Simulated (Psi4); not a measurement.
# CH2FNS (SMILES [H]/N=C(/F)S): a chain of runs

Wanted: a structure relaxation (singlet CH2FNS, PBE0-D3(BJ)/6-31G*), then the energy (doublet CH2FNS+, UPBE0-D3(BJ)/6-31G*), then a geometry optimisation (doublet CH2FNS+, UPBE0-D3(BJ)/6-31G*), then the energy (singlet CH2FNS, PBE0-D3(BJ)/6-31G*) of CH2FNS. 

The calculation is run with Psi4 1.11.

## Step 1: The molecule

The species is CH2FNS (6 atoms), meant as a singlet with charge 0. As SMILES, `[H]/N=C(/F)S`. All atoms were displaced at random from a relaxed shape. The run starts from this shape.

Bond lengths: N1–C2 1.155 Å, C2–F3 1.347 Å, C2–S4 1.703 Å, N1–H5 1.074 Å, S4–H6 1.291 Å. Angles: N1–C2–F3 113.0°, N1–C2–S4 140.8°, F3–C2–S4 104.8°, C2–N1–H5 113.0°, C2–S4–H6 96.4°.

## Step 2: A geometry optimisation at PBE0-D3(BJ)/6-31G(d) (density fitting, Cartesian functions) (run 1)

Input file ch2fns.dat:

```
memory 1600 mb

molecule {
  0 1
  N      1.68115705    -0.41240060    -1.48329328
  C      0.38824801    -0.87826344     0.21256017
  F      1.34419432    -2.68859840     1.72638387
  S     -2.11697325     0.31684282     1.84262092
  H      0.99279030     1.13432133    -2.60427315
  H     -2.54191407     2.19845635     0.34819149
  units bohr
}

set globals {
  basis 6-31G*
}

energy_value, wavefunction = opt('pbe0-d3bj2b', return_wfn=True)
```

Started as:

```
psi4 ch2fns.dat ch2fns.out -n 1
```

ch2fns.out:

```text
[...]
  Running in c1 symmetry.
[...]
  Nuclear repulsion =  160.122733633809730
[...]
  Multiplicity = 1
[...]
  Nalpha       = 20
  Nbeta        = 20
[...]
    Number of basis functions: 68
[...]
   @DF-RKS iter   1:  -591.49383365242181    1.56614e-01   9.58264e-03 ADIIS/DIIS
[...]
   @DF-RKS iter   6:  -591.71098221964803   -1.08002e-11   6.57463e-09 DIIS
[...]
  @DF-RKS Final Energy:  -591.71098221964803
   => Energetics <=
    Nuclear Repulsion Energy =            154.7240960940443415
    One-Electron Energy =               -1123.0091377578976335
    Two-Electron Energy =                 413.5506696302773548
    DFT Exchange-Correlation Energy =     -36.9731461584242211
    Empirical Dispersion Energy =          -0.0034640276478883
    VV10 Nonlocal Energy =                  0.0000000000000000
    Total Energy =                       -591.7109822196480309
[...]
  -Total Gradient:
     Atom            X                  Y                   Z
    ------   -----------------  -----------------  -----------------
       1        0.000057994209     0.000013443757    -0.000130605557
       2       -0.000101999812     0.000029004890     0.000103486401
       3        0.000015415379    -0.000008551098     0.000004514518
       4        0.000054238782    -0.000042555065    -0.000029671387
       5        0.000001897432     0.000025128694    -0.000003207217
       6        0.000011043604    -0.000010086049     0.000003712718
[...]
```

Standard output:

```text
Optimizer: Optimization complete!
```

Wall time 42 s (1 thread of AMD EPYC 7R43 (Zen 3), shared host); peak memory 0.48 GiB.

The path in brief:

| step | energy from the first frame kept (eV) | largest force (eV/Å) |
| --- | --- | --- |
| 0 | 0.0000 | 11.8615 |
| 1 | -0.7362 | 1.5438 |
| 2 | -0.7741 | 0.7987 |
| 3 | -0.7830 | 0.1889 |
| 4 | -0.7835 | 0.1145 |
| 5 | -0.7840 | 0.0196 |
| 6 | -0.7840 | 0.0076 |

After the run. Bond lengths: N1–C2 1.250 Å, C2–F3 1.332 Å, C2–S4 1.777 Å, N1–H5 1.015 Å, S4–H6 1.344 Å. Angles: N1–C2–F3 119.4°, N1–C2–S4 133.8°, F3–C2–S4 106.8°, C2–N1–H5 113.1°, C2–S4–H6 95.6°.

## Step 3: The doublet cation: a single-point energy at UPBE0-D3(BJ)/6-31G(d) (density fitting, Cartesian functions) (run 2)

Input file calc.dat:

```
memory 1600 mb

molecule m {
  1 2
  N      0.891337    -0.180797    -0.877443
  C      0.280027    -0.474666     0.172080
  F      0.700814    -1.501178     0.908457
  S     -1.141016     0.200753     0.998448
  H      0.490493     0.615745    -1.363107
  H     -1.365268     1.174603     0.099806
  symmetry c1
}

set {
  basis 6-31G*
  reference uks
}

energy("pbe0-d3bj")
```

Started as:

```
psi4 calc.dat calc.out -n 1
```

calc.out:

```text
[...]
  Running in c1 symmetry.
[...]
  Nuclear repulsion =  154.724097082322288
[...]
  Multiplicity = 2
[...]
  Nalpha       = 20
  Nbeta        = 19
[...]
    Number of basis functions: 68
[...]
   @DF-UKS iter   1:  -591.12775265195614    3.03157e-01   9.43149e-03 ADIIS/DIIS
[...]
   @DF-UKS iter  12:  -591.33420422408869   -3.40368e-08   5.73405e-07 DIIS
[...]
   @S^2 Observed:                7.786050949E-01
[...]
  @DF-UKS Final Energy:  -591.33420422408869
   => Energetics <=
    Nuclear Repulsion Energy =            154.7240970823222881
    One-Electron Energy =               -1112.0188196496483215
    Two-Electron Energy =                 402.6686605950876015
    DFT Exchange-Correlation Energy =     -36.7046782241602116
    Empirical Dispersion Energy =          -0.0034640276899896
    VV10 Nonlocal Energy =                  0.0000000000000000
    Total Energy =                       -591.3342042240886940
[...]
 Multipole Moments:
 ------------------------------------------------------------------------------------
     Multipole            Electronic (a.u.)      Nuclear  (a.u.)        Total (a.u.)
 ------------------------------------------------------------------------------------
 L = 1.  Multiply by 2.5417464519 to convert [e a0] to [Debye]
 Dipole X            :          0.1002815           -1.4146683           -1.3143868
 Dipole Y            :         -1.7938841            3.4452598            1.6513757
 Dipole Z            :          2.0146925           -2.4680797           -0.4533872
 Magnitude           :                                                    2.1587529
[...]
```

Run time: 14 s. Hardware: 1 thread of AMD EPYC 7R43 (Zen 3), shared host; peak memory 0.45 GiB.

## Step 4: The doublet cation: a structure relaxation at UPBE0-D3(BJ)/6-31G(d) (density fitting, Cartesian functions) (run 3)

Input file input.in:

```
memory 1600 MB

molecule {
  1 2
  N      0.891337    -0.180797    -0.877443
  C      0.280027    -0.474666     0.172080
  F      0.700814    -1.501178     0.908457
  S     -1.141016     0.200753     0.998448
  H      0.490493     0.615745    -1.363107
  H     -1.365268     1.174603     0.099806
  symmetry c1
}

set {
  reference uks
}

optimize("pbe0-d3bj2b/6-31G*")
```

Started as:

```
psi4 input.in input.out -n 1
```

input.out:

```text
[...]
  Running in c1 symmetry.
[...]
  Nuclear repulsion =  154.724097082322288
[...]
  Multiplicity = 2
[...]
  Nalpha       = 20
  Nbeta        = 19
[...]
    Number of basis functions: 68
[...]
   @DF-UKS iter   1:  -591.12775265195614    3.03157e-01   9.43149e-03 ADIIS/DIIS
[...]
   @DF-UKS iter  11:  -591.34332006830834   -7.95808e-12   7.34831e-09 DIIS
[...]
   @S^2 Observed:                7.692642086E-01
[...]
  @DF-UKS Final Energy:  -591.34332006830834
   => Energetics <=
    Nuclear Repulsion Energy =            156.0120783270568552
    One-Electron Energy =               -1114.6190234026291819
    Two-Electron Energy =                 403.9689093621083202
    DFT Exchange-Correlation Energy =     -36.7018216123754684
    Empirical Dispersion Energy =          -0.0034627424688982
    VV10 Nonlocal Energy =                  0.0000000000000000
    Total Energy =                       -591.3433200683083442
[...]
  -Total Gradient:
     Atom            X                  Y                   Z
    ------   -----------------  -----------------  -----------------
       1       -0.000027696506    -0.000055716314     0.000070034964
       2        0.000053195579     0.000033842708    -0.000095616406
       3       -0.000033449924     0.000027013162     0.000025485108
       4       -0.000041102716     0.000020704336     0.000005688614
       5       -0.000012642593     0.000011066482     0.000027945550
       6       -0.000004886553     0.000014477687    -0.000015166961
[...]
```

On the terminal:

```text
Optimizer: Optimization complete!
```

Run time: 3.5 min. Hardware: 1 thread of AMD EPYC 7R43 (Zen 3), shared host; peak memory 0.48 GiB.

Steps, from the record of the run:

| step | energy from the first frame kept (eV) | largest force (eV/Å) |
| --- | --- | --- |
| 0 | 0.0000 | 3.3706 |
| 1 | -0.0779 | 1.0531 |
| 2 | -0.0943 | 0.5458 |
| 3 | -0.1005 | 0.2714 |
| 4 | -0.1062 | 0.2706 |
| 5 | 1.2150 | 17.5372 |
| 6 | -0.0445 | 3.2638 |
| 7 | -0.2241 | 1.4463 |
| 8 | -0.2212 | 0.7604 |
| 9 | -0.2427 | 0.3692 |
| 10 | -0.2466 | 0.2582 |
| 11 | -0.2472 | 0.1424 |
| 12 | -0.2477 | 0.0420 |
| 13 | -0.2479 | 0.0314 |
| 14 | -0.2480 | 0.0095 |
| 15 | -0.2481 | 0.0059 |

After the run. Bond lengths: N1–C2 1.281 Å, C2–F3 1.287 Å, C2–S4 1.732 Å, N1–H5 1.021 Å, S4–H6 1.349 Å. Angles: N1–C2–F3 119.6°, N1–C2–S4 124.9°, F3–C2–S4 114.4°, C2–N1–H5 126.9°, C2–S4–H6 95.8°.

## Step 5: The energy at PBE0-D3(BJ)/6-31G(d) (density fitting, Cartesian functions) (run 4)

Input file job.inp:

```
memory 1.6 GB

molecule {
  0 1
  N      0.771763    -0.189437    -0.879459
  C      0.311753    -0.448646     0.287325
  F      0.867763    -1.364635     0.999962
  S     -1.210878     0.107740     0.897921
  H      0.668974     0.683367    -1.398529
  H     -1.190956     1.293998     0.255192
  units angstrom
  symmetry c1
}

set globals {
  basis 6-31G*
}

E = energy("pbe0-d3(bj)")
```

Started as:

```
psi4 -i job.inp -o job.out -n 1
```

job.out:

```text
[...]
  Running in c1 symmetry.
[...]
  Nuclear repulsion =  156.012048378703980
[...]
  Multiplicity = 1
[...]
  Nalpha       = 20
  Nbeta        = 20
[...]
    Number of basis functions: 68
[...]
   @DF-RKS iter   1:  -591.48838705079095   -2.20618e-03   9.81726e-03 DIIS/ADIIS
[...]
   @DF-RKS iter  10:  -591.68876995002176   -1.37728e-08   2.33244e-07 DIIS
[...]
  @DF-RKS Final Energy:  -591.68876995002176
   => Energetics <=
    Nuclear Repulsion Energy =            156.0120483787039802
    One-Electron Energy =               -1125.5945239644963749
    Two-Electron Energy =                 414.8766727125060925
    DFT Exchange-Correlation Energy =     -36.9795043344808292
    Empirical Dispersion Energy =          -0.0034627422547095
    VV10 Nonlocal Energy =                  0.0000000000000000
    Total Energy =                       -591.6887699500217650
[...]
 Multipole Moments:
 ------------------------------------------------------------------------------------
     Multipole            Electronic (a.u.)      Nuclear  (a.u.)        Total (a.u.)
 ------------------------------------------------------------------------------------
 L = 1.  Multiply by 2.5417464519 to convert [e a0] to [Debye]
 Dipole X            :          0.7731900           -1.2429239           -0.4697339
 Dipole Y            :         -2.5693529            3.4893445            0.9199916
 Dipole Z            :          2.3461611           -2.4445857           -0.0984246
 Magnitude           :                                                    1.0376521
[...]
```

Run time: 10 s. Hardware: 1 thread of AMD EPYC 7R43 (Zen 3), shared host; peak memory 0.44 GiB.

## Step 6: Results

```
                                                               quantity          value
                     run 1, PBE0-D3(BJ)/6-31G*: total energy at the end  -591.71098 Eh
                               run 1, PBE0-D3(BJ)/6-31G*: dipole moment         2.91 D
                                 run 1, PBE0-D3(BJ)/6-31G*: HOMO energy       -7.83 eV
                                 run 1, PBE0-D3(BJ)/6-31G*: LUMO energy       -0.10 eV
                               run 1, PBE0-D3(BJ)/6-31G*: HOMO–LUMO gap        7.73 eV
                           run 1, PBE0-D3(BJ)/6-31G*: dispersion energy   -9.09 kJ/mol
                                    doublet cation, run 2: total energy  -591.33420 Eh
              doublet cation, run 2: HOMO energy (highest over α and β)      -15.44 eV
               doublet cation, run 2: LUMO energy (lowest over α and β)      -12.64 eV
                               doublet cation, run 2: dispersion energy   -9.09 kJ/mol
                                            doublet cation, run 2: ⟨S²⟩          0.779
                         doublet cation, run 3: total energy at the end  -591.34332 Eh
              doublet cation, run 3: HOMO energy (highest over α and β)      -15.02 eV
               doublet cation, run 3: LUMO energy (lowest over α and β)      -11.74 eV
                               doublet cation, run 3: dispersion energy   -9.09 kJ/mol
                                            doublet cation, run 3: ⟨S²⟩          0.769
                                run 4, PBE0-D3(BJ)/6-31G*: total energy  -591.68877 Eh
                               run 4, PBE0-D3(BJ)/6-31G*: dipole moment         2.64 D
                                 run 4, PBE0-D3(BJ)/6-31G*: HOMO energy       -7.03 eV
                                 run 4, PBE0-D3(BJ)/6-31G*: LUMO energy       -0.63 eV
                               run 4, PBE0-D3(BJ)/6-31G*: HOMO–LUMO gap        6.40 eV
adiabatic ionisation energy (to the doublet cation, no zero-point term)      10.005 eV
```

The adiabatic ionisation energy (to the doublet cation, no zero-point term) is 10.00 eV (231 kcal/mol). The optimisation (run 1, PBE0-D3(BJ)/6-31G*) took 7 steps and changed the energy by -0.784 eV. The optimisation (doublet cation, run 3) took 16 steps and changed the energy by -0.248 eV.
